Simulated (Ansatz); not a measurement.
Process, species as SMILES: FCF → C atom + 2 F atom + 2 H atom
B3LYP-D3(BJ)/def2-TZVP geometries, fixed; electronic energies without zero-point terms.

Basis-set convergence of the atomisation energy at r2SCAN with Ansatz (a quantum-chemistry and plane-wave program). Cartesian d functions, on some or all atoms, in 6-31G*, 6-31+G*; all else is spherical. The program fits the integrals of some runs and decomposes those of others, by size. Open shells are unrestricted. No added dispersion term, no relativity. Functions are those of the species that has most. Reference: the value in aug-pcseg-3, 438.80 kcal/mol, itself unsure by roughly 0.46 kcal/mol (its mean distance from aug-cc-pVQZ, cc-pV5Z, def2-QZVPPD). Deviations are taken from unrounded values.

```json
[
 {"basis": "6-31G*", "functions": "49", "atomisation energy (kcal/mol)": "437.97"},
 {"basis": "6-31+G*", "functions": "61", "atomisation energy (kcal/mol)": "434.11"},
 {"basis": "cc-pVDZ", "functions": "52", "atomisation energy (kcal/mol)": "430.91"},
 {"basis": "aug-cc-pVDZ", "functions": "87", "atomisation energy (kcal/mol)": "432.51"},
 {"basis": "def2-SVP", "functions": "52", "atomisation energy (kcal/mol)": "441.02"},
 {"basis": "def2-SVPD", "functions": "82", "atomisation energy (kcal/mol)": "441.63"},
 {"basis": "pcseg-1", "functions": "52", "atomisation energy (kcal/mol)": "433.36"},
 {"basis": "aug-pcseg-1", "functions": "87", "atomisation energy (kcal/mol)": "438.34"},
 {"basis": "6-311G**", "functions": "66", "atomisation energy (kcal/mol)": "433.83"},
 {"basis": "6-311+G**", "functions": "78", "atomisation energy (kcal/mol)": "433.07"},
 {"basis": "def2-TZVP", "functions": "105", "atomisation energy (kcal/mol)": "437.29"},
 {"basis": "def2-TZVPD", "functions": "135", "atomisation energy (kcal/mol)": "437.39"},
 {"basis": "cc-pVTZ", "functions": "118", "atomisation energy (kcal/mol)": "438.26"},
 {"basis": "aug-cc-pVTZ", "functions": "184", "atomisation energy (kcal/mol)": "438.22"},
 {"basis": "pcseg-2", "functions": "118", "atomisation energy (kcal/mol)": "438.67"},
 {"basis": "aug-pcseg-2", "functions": "184", "atomisation energy (kcal/mol)": "439.15"},
 {"basis": "def2-TZVPP", "functions": "121", "atomisation energy (kcal/mol)": "437.81"},
 {"basis": "def2-TZVPPD", "functions": "151", "atomisation energy (kcal/mol)": "437.86"},
 {"basis": "cc-pVQZ", "functions": "225", "atomisation energy (kcal/mol)": "438.51"},
 {"basis": "aug-cc-pVQZ", "functions": "332", "atomisation energy (kcal/mol)": "438.39"},
 {"basis": "def2-QZVPP", "functions": "231", "atomisation energy (kcal/mol)": "438.10"},
 {"basis": "def2-QZVPPD", "functions": "261", "atomisation energy (kcal/mol)": "438.09"},
 {"basis": "pcseg-3", "functions": "246", "atomisation energy (kcal/mol)": "438.78"},
 {"basis": "aug-pcseg-3", "functions": "353", "atomisation energy (kcal/mol)": "438.80"}
]
```

What the diffuse functions change, pair by pair:
- 6-31G* to 6-31+G*: 12 more functions, deviation -0.84 to -4.69 kcal/mol
- cc-pVDZ to aug-cc-pVDZ: 35 more functions, deviation -7.89 to -6.30 kcal/mol
- def2-SVP to def2-SVPD: 30 more functions, deviation 2.22 to 2.83 kcal/mol
- pcseg-1 to aug-pcseg-1: 35 more functions, deviation -5.44 to -0.47 kcal/mol
- 6-311G** to 6-311+G**: 12 more functions, deviation -4.98 to -5.73 kcal/mol
- def2-TZVP to def2-TZVPD: 30 more functions, deviation -1.52 to -1.41 kcal/mol
- cc-pVTZ to aug-cc-pVTZ: 66 more functions, deviation -0.54 to -0.58 kcal/mol
- pcseg-2 to aug-pcseg-2: 66 more functions, deviation -0.14 to 0.34 kcal/mol
- def2-TZVPP to def2-TZVPPD: 30 more functions, deviation -1.00 to -0.94 kcal/mol
- cc-pVQZ to aug-cc-pVQZ: 107 more functions, deviation -0.29 to -0.41 kcal/mol
- def2-QZVPP to def2-QZVPPD: 30 more functions, deviation -0.70 to -0.72 kcal/mol
- pcseg-3 to aug-pcseg-3: 107 more functions, deviation -0.02 to 0.00 kcal/mol

Leaving out the reference's own pair, they bring the value nearer the reference by more than 0.46 kcal/mol in 2 of 11 pairs.
